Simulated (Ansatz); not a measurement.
# NF3 (singlet): wave-function methods side by side, cc-pVDZ

An exercise on one series of results from a longer session: the logs are not shown, and one member is left open.

The runs use Ansatz 0.2.0, Gaussian basis; cc-pVDZ, core rule «outside noble gas», up to 4 orbitals frozen.

Plan: UHF; CCSD(T) on RHF; BCCD(T) on RHF; CISD; CCSDT(Q) on RHF; CASSCF and MRCISD+Q, 20 electrons in 13 orbitals; CASSCF and NEVPT2, 20 electrons in 13 orbitals.

18 further runs of the same task are left out: 1 that didn't finish, 17 set aside as unsound or not needed.

## The system

The geometry is an MP2(full)/6-31G* stationary point (not a proven minimum).

4 atoms, charge 0, spin multiplicity 1.

Atoms are counted from 1 here; the program's logs count them from 0.

Bond lengths: N1–F2 1.383 Å, N1–F3 1.383 Å, N1–F4 1.383 Å. Angles: F2–N1–F3 101.6°, F2–N1–F4 101.6°, F3–N1–F4 101.6°.

As a file:

```
atom     x (Å)     y (Å)     z (Å)
  N1   0.00000   0.00000   0.49498
  F2   0.00000   1.23822  -0.12164
  F3   1.07233  -0.61911  -0.12164
  F4  -1.07233  -0.61911  -0.12164
```

Set-up of the first run:

Contents of in.yaml:

```yaml
crystal:
  periodic: [false, false, false]
  atoms:
    - {symbol: N, position_ang: [0.000000, 0.000000, 0.494981]}
    - {symbol: F, position_ang: [0.000000, 1.238218, -0.121643]}
    - {symbol: F, position_ang: [1.072328, -0.619109, -0.121643]}
    - {symbol: F, position_ang: [-1.072328, -0.619109, -0.121643]}
basis:
  gaussian: {orbitals: cc-pVDZ}
magnetization: {spin_polarized: true, initial_magnetization: 0}
hamiltonian: {xc: hf}
output: {orbitals: {seedname: orbitals}}
```

Launch:

```
ansatz run in.yaml --threads 1 --pin off --events-out ev --progress --plain --max-ram 3956MiB --backend cpu
```

Steps of the session up to this table: UHF; CCSD(T) on RHF; BCCD(T) on RHF; CISD; CCSDT(Q) on RHF; CASSCF and MRCISD+Q, 20 electrons in 13 orbitals; CASSCF and NEVPT2, 20 electrons in 13 orbitals.

One table of the session follows, with a row left open; its other results are not shown here.

It belongs to the step «Misses and costs». 

| method | from RCCSDT(Q) (meV) |
| --- | --- |
| RHF | +21094.1 |
| RMP2 | ? |
| CISD | +3118.7 |
| RCCSD | +614.5 |
| RCCSD(T) | +89.5 |
| BCCD(T) | +77.1 |
| RCCSDT | +66.7 |
| RCCSDT(Q) | 0 |
| CASSCF valence | +17017.0 |
| NEVPT2 valence | +1607.2 |
| MRCISD valence | +1854.1 |
| MRCISD+Q valence | +312.3 |

Estimate the missing values for RMP2.

As computed: from RCCSDT(Q) (meV): +919.1. In the column «from RCCSDT(Q) (meV)» it lies between RCCSD (+614.5) and NEVPT2 valence (+1607.2).

With the free atoms at the same levels and basis (separate runs), the atomisation energy is 7.135 eV at RCCSDT(Q), 7.065 eV at RCCSD(T), 0.874 eV at RHF.
